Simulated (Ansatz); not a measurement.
The input, for Ansatz 0.2.0:

```yaml
crystal:
  periodic: [false, false, false]
  atoms:
    - {symbol: Ru, position_ang: [0.000000, 0.000000, 0.000000]}
    - {symbol: F, position_ang: [0.000000, 0.000000, 1.895800]}
basis:
  gaussian: {orbitals: def2-SVP}
total_charge: 1
magnetization: {spin_polarized: true, initial_magnetization: 4}
correlation: {method: bccd_t, electrons: outside_noble_gas, diis_vectors: 1}
accuracy: high
scf: {lower_state_search: off}
```

```sh
$ ansatz run in.yaml --threads 1 --pin off --events-out ev --progress --plain --max-ram 2393MiB
```

The program prints:

```
these checks for a lower state are left out or cut short: stability, starts, cluster_reference, orbital_swaps, neighbouring_geometries, increment
838 factors; integrals over basis functions are off by at most 3.1e-9 eV
mean field evaluation 1: about -5252.8738 eV, gradient 3.7e1 eV
mean field evaluation 2: about -5253.0018 eV, gradient 3.7e1 eV
mean field evaluation 4: about -5257.2684 eV, gradient 3.9e0 eV
mean field evaluation 8: about -5257.4141 eV, gradient 2.6e-1 eV
mean field evaluation 16: about -5257.4155 eV, gradient 1.7e-8 eV
mean field -5257.41552251 eV, -193.2064568480 hartree, gradient 8.0e-8 eV, S^2 6.007770; 0 other end points of the search recorded, 0 dependent functions left out
5 core orbitals not correlated: weight in the atoms' cores, before any rotation towards them, 0.997 or more for the frozen orbitals, at most 0.002 for the correlated occupied ones
reference -5257.41552251 eV, -193.2064568480 hartree; 9, 5 occupied and 31, 35 virtual orbitals, 838 factors
second order -8.07534204 eV of doubles, -0.00000000 eV of singles
cycle   1  -7.80609839 eV  change    2.7e-1 eV  update   1.3e-1
cycle   2  -8.17053651 eV  change   -3.6e-1 eV  update   7.3e-2
cycle   3  -8.21078470 eV  change   -4.0e-2 eV  update   4.1e-2
cycle   4  -8.21403704 eV  change   -3.3e-3 eV  update   2.5e-2
cycle   5  -8.21411915 eV  change   -8.2e-5 eV  update   8.8e-3
...
cycle  49  -8.20642288 eV  change    1.3e-8 eV  update   7.9e-9
cycle  50  -8.20642289 eV  change   -9.2e-9 eV  update   6.6e-9
cycle  51  -8.20642288 eV  change    6.0e-9 eV  update   5.0e-9
cycle  52  -8.20642289 eV  change   -4.5e-9 eV  update   4.1e-9
cycle  53  -8.20642288 eV  change    5.3e-9 eV  update   3.1e-9
cycle  54  -8.20642288 eV  change   -3.4e-9 eV  update   2.6e-9
cycle  55  -8.20642288 eV  change    2.4e-9 eV  update   2.0e-9
cycle  56  -8.20642288 eV  change   -1.9e-9 eV  update   1.6e-9
cycle  57  -8.20642288 eV  change    2.1e-9 eV  update   1.2e-9
cycle  58  -8.20642288 eV  change   -1.3e-9 eV  update   1.0e-9
perturbative correction -0.33089195 eV, -0.0121600551 hartree
Total energy: -5265.95283735 eV, -193.5201973815 hartree
Checks for a lower state left out: stability, starts, cluster_reference, orbital_swaps, neighbouring_geometries, increment
```

Ran on 1 thread of AMD EPYC, shared host: 12 s wall, 0.22 GiB peak host memory.
